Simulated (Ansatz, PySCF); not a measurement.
The pair A = H2S (SMILES S) (first 3 atoms), B = H2S (SMILES S); geometry from NCB31 set.
(charge 0, multiplicity 1):
```xyz
6

S     -2.031     0.103    -0.001
H     -1.934    -0.818     0.970
H     -1.940    -0.837    -0.954
S      2.080    -0.085     0.000
H      2.339     1.231    -0.002
H      0.754     0.134    -0.004
```

Cores are frozen in the correlated methods. Rows in 6-31G* carry no dispersion term and start afresh at each structure (6-31G* with six Cartesian d functions).

Run with Ansatz (an electronic-structure program) with Gaussian orbitals; PySCF for 6-31G* rows. 

Total energies (hartree), monomers frozen at their geometry in the pair:

| structure | HF/aug-cc-pV(D+d)Z | B3LYP/6-31G* | MP2/aug-cc-pV(T+d)Z |
|---|---|---|---|
| AB | -797.4045154 | -798.7727522 | -797.8252061 |
| A in the pair's basis | -398.7024413 | -399.3856515 | -398.9113279 |
| B in the pair's basis | -398.7021939 | -399.3854599 | -398.9111036 |
| A | -398.7021149 | -399.3853303 | -398.9109376 |
| B | -398.7021230 | -399.3853513 | -398.9109253 |

Task: Work out the interaction energy without and with the counterpoise correction, and the superposition error, for each level.

Result: 
E(AB) − E(A) − E(B), times 627.509 kcal/mol, with the monomers in their own basis and then in the pair's basis:
- HF/aug-cc-pV(D+d)Z: -0.17 uncorrected, 0.08 corrected; the monomers gain 0.25 kcal/mol from borrowed functions
- B3LYP/6-31G*: -1.30 uncorrected, -1.03 corrected; the monomers gain 0.27 kcal/mol from borrowed functions
- MP2/aug-cc-pV(T+d)Z: -2.10 uncorrected, -1.74 corrected; the monomers gain 0.36 kcal/mol from borrowed functions
